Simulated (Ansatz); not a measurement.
# Equilibrium volume per atom of some solids

Method: RPBE (PAW; Ansatz, a program for electronic structure). References are measured values corrected to a static lattice or taken at low temperature (these still hold zero-point motion). The table is a random draw of 6 from 17 solids with such references.

Values in Å³/atom.

```
solid                                      reference   RPBE  error (%)
-----------------------------------------  ---------  -----  ---------
hcp Tl                                       27.99*¶  33.73        +21
antiferromagnetic (type II) rock-salt MnS      17.57  17.65       +0.5
hcp Sc                                       24.77*¶  25.61       +3.4
antiferromagnetic (type II) rock-salt NiO       9.07   9.53       +5.1
hcp Hf                                       22.30*¶  23.14       +3.8
body-centred tetragonal In                   25.70*¶  28.76      +11.9
```

Over these 6 solids the mean error is +7.5 %, the mean absolute error 7.5 % (median 4.4 %), and the worst case hcp Tl at +21 %; the value is above the reference in 6 of 6 cases. Over all 17, from unrounded values, the mean error is +6.1 % and the mean absolute error 6.1 % (median 3.8 %). Caveats on values not shown: the cell is over a tenth larger than the published one: the level's own overestimate first of all, though another phase or state, or a fault of the published cell, is possible (1).

A star marks references brought to a static lattice; the others are low-temperature values that still hold zero-point motion, which matters most for light elements.

Spin–orbit coupling is left out, also for the solids with elements from indium on (hcp Tl, hcp Hf, body-centred tetragonal In); its size isn't shown.

¶ marks references of a special kind: hcp Tl, 27.99 Å³/atom (measured, copied from a table, unchecked, extrapolated to 0 K and zero-point effects removed; as tabulated in Lejaeghere et al. (2013), arXiv:1204.2733); hcp Sc, 24.77 Å³/atom (measured, copied from a table, unchecked, extrapolated to 0 K and zero-point effects removed; as tabulated in Lejaeghere et al. (2013), arXiv:1204.2733); hcp Hf, 22.30 Å³/atom (measured, copied from a table, unchecked, extrapolated to 0 K and zero-point effects removed; as tabulated in Lejaeghere et al. (2013), arXiv:1204.2733); body-centred tetragonal In, 25.70 Å³/atom (measured, copied from a table, unchecked, extrapolated to 0 K and zero-point effects removed; as tabulated in Lejaeghere et al. (2013), arXiv:1204.2733).

Differences are worked out from the printed values.

Caveats: the cell is over a tenth larger than the published one: the level's own overestimate first of all, though another phase or state, or a fault of the published cell, is possible (hcp Tl, body-centred tetragonal In). Ansatz's density-functional and Hartree–Fock values are scalar-relativistic unless marked +SOC, with PAW data made under PBE.

Ansatz's runs of these crystals have no spin polarisation, but for antiferromagnetic (type II) rock-salt MnS, antiferromagnetic (type II) rock-salt NiO.

Density-functional runs with spin start from opposed moments for antiferromagnetic (type II) rock-salt MnS, opposed moments for antiferromagnetic (type II) rock-salt NiO.

Not in this set, of the solids of all kinds but layered and molecular ones with a reference value in our tables and a result at some level: 299 for a reference at room or unstated temperature; 117 for a cell known from the COD alone; 46 for a published cell of unstated conditions; 5 for a high-temperature or high-pressure phase; 3 for no value at RPBE (not run, a failed fit, an unstable or unbound cell, or a value held back for tests). These can be a level's best or worst cases. At least 150 more with a reference value are held back for tests. Solids without a released value at any level aren't counted. Cubic solids are told by their lattice constant and aren't counted here. The metals Ce to Yb are counted apart.

References as tabulated in Lejaeghere et al. (2013), arXiv:1204.2733; PSI, practical course at SINQ: magnetic order in MnS; Yang et al. (2022), arXiv:2205.02972.
